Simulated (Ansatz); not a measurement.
## C3H3 (charge -1), SMILES [C-]#CC: an active-space calculation

Run with Ansatz 0.2.0, Python API.

The script, `c3h3.py`:
```python
"""Static correlation in C3H3(-): natural occupations of an active space."""

import warnings

import ansatz as az

warnings.simplefilter("ignore", az.DeckWarning)

geometry_ang = [
    ("C", [2.4517, -0.0535, 0.059]),
    ("C", [0.9115, -0.0199, 0.0219]),
    ("C", [-0.5495, 0.012, -0.0132]),
    ("H", [-0.9362, -0.7007, -0.7477]),
    ("H", [-0.9675, -0.2466, 0.9642]),
    ("H", [-0.91, 1.0087, -0.2842]),
]
mol = az.Crystal.molecule()
for symbol, xyz in geometry_ang:
    mol = mol.atom(symbol, xyz)

calculation = (
    mol.calculation()
    .basis(gaussian="6-31G*")
    .charge(-1)
    .correlation(active_electrons=6, active_orbitals=7)
)
for method in [None, "sc_nevpt2"]:
    report = (calculation if method is None else calculation.correlation(method)).run().report
    space = report["configurations"]
    state = space["states"][0]
    print(method or "casscf", f"total {report['free_energy_ev'] / 27.211386246:.6f} Ha, active-space state {state['energy']['hartree']:.6f} Ha, mean field {report['reference_energy_ev'] / 27.211386246:.6f} Ha")
    print("  determinants", state["n_determinants"], " natural occupations", [round(n, 3) for n in space["natural_occupations"]])
print("effectively unpaired electrons, sum of min(n, 2 - n):", round(sum(min(n, 2 - n) for n in space["natural_occupations"]), 3))
```

Output of `python c3h3.py`:
```text
casscf total -115.250679 Ha, active-space state -115.250679 Ha, mean field -115.106821 Ha
  determinants 1225  natural occupations [1.955, 1.884, 1.884, 0.115, 0.115, 0.042, 0.005]
sc_nevpt2 total -115.516424 Ha, active-space state -115.250676 Ha, mean field -115.106821 Ha
  determinants 1225  natural occupations [1.955, 1.884, 1.884, 0.115, 0.115, 0.042, 0.005]
effectively unpaired electrons, sum of min(n, 2 - n): 0.553
```

What to keep in mind:
- Total energies depend on the basis set; only differences at equal settings carry meaning.
- The geometry is a force-field or estimated start, not a minimum of this method, and the basis set is short of its limit. The active space starts as a window about the frontier orbitals and is then optimised, not chosen by chemistry.
- Anions want diffuse functions, which this basis lacks.
- Wall time of the script: 9.1 s on 1 thread of Arm Neoverse V2, with other jobs on the host, peak memory 0.18 GiB.
